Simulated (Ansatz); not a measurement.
in.yaml

```yaml
crystal:
  periodic: [false, false, false]
  atoms:
    - {symbol: Si, position_ang: [0.000000, -0.009804, 1.076668]}
    - {symbol: P, position_ang: [0.000000, -0.032609, -0.968123]}
    - {symbol: H, position_ang: [0.000000, 1.275240, -0.250352]}
basis:
  gaussian: {orbitals: cc-pVDZ}
total_charge: 1
magnetization: {spin_polarized: false, initial_magnetization: 1}
correlation: {method: ccsdtq, electrons: outside_noble_gas}
```

```sh
$ ansatz run in.yaml --threads 2 --pin off --events-out ev --progress --plain --max-ram 24576MiB --backend cuda --devices 0, --max-vram 18GiB
```

Log:

```
787 factors; integrals over basis functions are off by at most 1.5e-7 eV
mean field evaluation 1: about -17138.2330 eV, gradient 1.6e1 eV
mean field evaluation 2: about -17138.2402 eV, gradient 1.6e1 eV
mean field evaluation 4: about -17139.7040 eV, gradient 1.6e0 eV
mean field evaluation 8: about -17139.7317 eV, gradient 3.8e-3 eV
mean field evaluation 16: about -17140.3193 eV, gradient 3.6e-1 eV
mean field evaluation 32: about -17139.7317 eV, gradient 1.5e-2 eV
mean field evaluation 64: about -17139.3485 eV, gradient 8.8e0 eV
mean field evaluation 96: about -17140.3278 eV, gradient 1.3e-3 eV
mean field evaluation 128: about -17134.5391 eV, gradient 5.5e0 eV
mean field evaluation 160: about -17139.7317 eV, gradient 6.5e-6 eV
mean field -17140.32783634 eV, -629.8954298539 hartree, gradient 1.8e-6 eV, S^2 0.750000; 7 other end points of the search recorded, 0 dependent functions left out
...
cycle  13  -6.25193995 eV  change   -3.6e-5 eV  update   7.5e-5
cycle  14  -6.25195008 eV  change   -1.0e-5 eV  update   4.8e-5
cycle  15  -6.25199067 eV  change   -4.1e-5 eV  update   2.9e-5
cycle  16  -6.25199812 eV  change   -7.4e-6 eV  update   1.8e-5
cycle  17  -6.25199018 eV  change    7.9e-6 eV  update   1.0e-5
cycle  18  -6.25198461 eV  change    5.6e-6 eV  update   6.0e-6
cycle  19  -6.25198514 eV  change   -5.3e-7 eV  update   3.5e-6
cycle  20  -6.25198710 eV  change   -2.0e-6 eV  update   2.2e-6
cycle  21  -6.25198862 eV  change   -1.5e-6 eV  update   1.2e-6
cycle  22  -6.25198924 eV  change   -6.2e-7 eV  update   6.2e-7
Total energy: -17145.98368696 eV, -630.1032785305 hartree
```

For the same geometry and basis UCCSDTQ lies 0.5 meV lower.

Ran on 2 threads of AMD EPYC 7R13 with a shared H100 80 GB, shared host: 50 s wall, 0.86 GiB peak host memory.
